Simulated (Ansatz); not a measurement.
System: CsCl-type CsI. Method: HSE06 (plane waves, PAW; Ansatz, a first-principles code).

Total energies, extrapolated to zero smearing (they compare only within this program, potentials and cutoff; free atoms with spin allowed, lowest state found):

| system | energy (eV/atom) |
|---|---|
| CsCl-type CsI, relaxed | -6598.2813 |
| free Cs atom | -5675.0108 |
| free I atom | -7516.3500 |

Task: Work out the cohesive energy per atom.

Result: E_coh = [1 × (-5675.0108) + 1 × (-7516.3500)]/2 − (-6598.2813) = 2.60 eV/atom. The reference value is 2.76 ± 0.03 eV/atom (derived here from tabulated measurements, copied from a table, unchecked, brought to a static lattice with a Debye model, atoms in their spin–orbit ground levels; inputs from the CRC Handbook), not set against a level without spin–orbit coupling.

Spin–orbit coupling, which matters for such heavy atoms, is left out.

The PAW data were made under PBE.
